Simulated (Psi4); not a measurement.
Reaction (SMILES): C#N (CH-N) + H+ → C#[NH+]
B3LYP-D3(BJ)/def2-TZVP geometries, fixed; electronic energies without zero-point terms; positive where energy is released.
Largest species:
```xyz
4

C      0.0000     0.0000    -0.5980
N      0.0000     0.0000     0.5315
H      0.0000     0.0000    -1.6793
H      0.0000     0.0000     1.5473
```
Charge +1, spin multiplicity 1.

Energies in hartree at B3LYP with Psi4; the proton affinity is their sum with the coefficients shown, times 627.509 kcal/mol a hartree; the bare proton counts zero. All functions are spherical. Density fitting with the program's default auxiliary sets. The proton sits at the site shown, which need not be the one that binds it best. No added dispersion term, no relativity.

| species | coefficient | part | cc-pVDZ | cc-pVTZ | cc-pVQZ |
|---|---|---|---|---|---|
| C#N (CH-N) | +1 | B3LYP | -93.42977 | -93.46136 | -93.46862 |
| C#[NH+] | -1 | B3LYP | -93.71019 | -93.74298 | -93.74995 |

**Question.** Predict the proton affinity in cc-pV5Z (X = 5): let each B3LYP step shrink by the ratio of the last two. Compare with the run.

**Answer.** 
- C#N (CH-N): steps -0.03159 and -0.00726, ratio 0.230, so B3LYP -93.47029 (run: -93.47081).
- C#[NH+]: steps -0.03279 and -0.00697, ratio 0.213, so B3LYP -93.75143 (run: -93.75199).
Predicted 176.42 kcal/mol; the run in cc-pV5Z gives 176.44, a miss of -0.03. Keeping the value in cc-pVQZ, 176.54, would miss by 0.09. All sums are of the energies as printed.
